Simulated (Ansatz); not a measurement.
**C₄H₇N: how energies converge with the basis set**

How large a basis does C₄H₇N need? Two functionals are run in growing sets.

Program: Ansatz 0.2.0, Gaussian basis. Level of theory: one geometry, several basis sets. These are calculated values, not measurements.

Levels to be run: PBE0-D4/def2-SVP; ωB97M-V/def2-SVP; PBE0-D4/def2-QZVPP; ωB97M-V/def2-QZVPP; the functionals' def2-TZVPP values are taken from earlier runs.

### Step 1. Structure used throughout

All runs share one geometry, relaxed beforehand with PBE0-D4 in a triple-zeta def2 set.

12 atoms, charge 0, spin multiplicity 1.

Atoms are counted from 1 here; the program's logs count them from 0.

Bond lengths: C1–C2 1.331 Å, C1–H6 1.083 Å, C1–H7 1.084 Å, C2–C3 1.461 Å, C2–H8 1.085 Å, C3–C4 1.342 Å, C3–N5 1.387 Å, C4–H9 1.081 Å, C4–H10 1.084 Å, N5–H11 1.008 Å, N5–H12 1.007 Å. Angles: C2–C1–H6 121.0°, C2–C1–H7 122.3°, H6–C1–H7 116.7°, C1–C2–C3 125.7°, C1–C2–H8 119.5°, C3–C2–H8 114.7°, C2–C3–C4 119.9°, C2–C3–N5 116.6°, C4–C3–N5 123.5°, C3–C4–H9 120.3°, C3–C4–H10 122.0°, H9–C4–H10 117.7°, C3–N5–H11 114.4°, C3–N5–H12 114.3°, H11–N5–H12 111.7°.

As a file:

```
C    -1.7940    0.4228    0.5824
C    -0.4892    0.3171    0.8215
C     0.5156   -0.1628   -0.1245
C     1.7714   -0.3892    0.2913
N     0.0790   -0.4203   -1.4158
H    -2.4708    0.7959    1.3410
H    -2.2372    0.1166   -0.3587
H    -0.0985    0.6036    1.7926
H     2.0345   -0.2523    1.3306
H     2.5433   -0.7438   -0.3816
H    -0.5967    0.2408   -1.7662
H     0.8196   -0.5838   -2.0789
```

### Step 2. PBE0-D4 in def2-SVP

in.yaml

```yaml
crystal:
  periodic: [false, false, false]
  atoms:
    - {symbol: C, position_ang: [-1.794020, 0.422787, 0.582441]}
    - {symbol: C, position_ang: [-0.489199, 0.317112, 0.821458]}
    - {symbol: C, position_ang: [0.515607, -0.162762, -0.124475]}
    - {symbol: C, position_ang: [1.771446, -0.389188, 0.291276]}
    - {symbol: N, position_ang: [0.079024, -0.420261, -1.415758]}
    - {symbol: H, position_ang: [-2.470792, 0.795872, 1.341003]}
    - {symbol: H, position_ang: [-2.237217, 0.116580, -0.358707]}
    - {symbol: H, position_ang: [-0.098545, 0.603639, 1.792624]}
    - {symbol: H, position_ang: [2.034475, -0.252274, 1.330645]}
    - {symbol: H, position_ang: [2.543341, -0.743781, -0.381587]}
    - {symbol: H, position_ang: [-0.596710, 0.240790, -1.766194]}
    - {symbol: H, position_ang: [0.819589, -0.583815, -2.078924]}
basis:
  gaussian: {orbitals: def2-SVP}
hamiltonian: {xc: pbe0, dispersion: d4}
output: {orbitals: {seedname: orbitals}}
```

Further steps of the session: ωB97M-V in def2-SVP; PBE0-D4 in def2-QZVPP; ωB97M-V in def2-QZVPP.

Before running them: what should the planned runs give, taken together? Wanted: PBE0-D4: double and triple zeta above quadruple; ωB97M-V: double and triple zeta above quadruple.

As calculated:

```
                                       quantity          value
PBE0-D4: double and triple zeta above quadruple  6.72, 0.33 eV
ωB97M-V: double and triple zeta above quadruple  7.03, 0.31 eV
```

In words: PBE0-D4 gains 6.39 eV from double to triple zeta, then 0.33 eV more. Total energies overstate the basis error of differences, where much of it tends to cancel.
